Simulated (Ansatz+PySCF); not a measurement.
Results of a calculation; reference values are marked as such.
This PySCF input gave a total energy of -460.07654 hartree.

```python
from pyscf import gto, scf, mp

mol = gto.M(atom="""
H 0.000000 0.000000 -1.310910
Cl 0.000000 0.000000 0.077110
""", basis='def2-svp', charge=0, spin=0)
mf = scf.RHF(mol)
mf.kernel()
pt = mp.MP2(mf, frozen=5).run()
print(mf.e_tot, pt.e_corr, pt.e_tot)
```

Problem. Write an input for Ansatz with the same method and basis set.

Solution.

```yaml
crystal:
  periodic: [false, false, false]
  atoms:
    - { symbol: H, position_ang: [0.0, 0.0, -1.31091] }
    - { symbol: Cl, position_ang: [0.0, 0.0, 0.07711] }
basis:
  gaussian: { orbitals: def2-SVP }
hamiltonian:
  xc: hf
correlation:
  method: mp2
  frozen_orbitals: { Cl: 5, H: 0 }
scf:
  omitted_lower_state_checks: [stability, starts, atomic_configurations, cluster_reference, orbital_swaps, given_window_search, neighbouring_geometries, increment]
```

Ansatz (development build ahead of 0.2.0) gave -460.07654 hartree, 0.03 meV from the first.
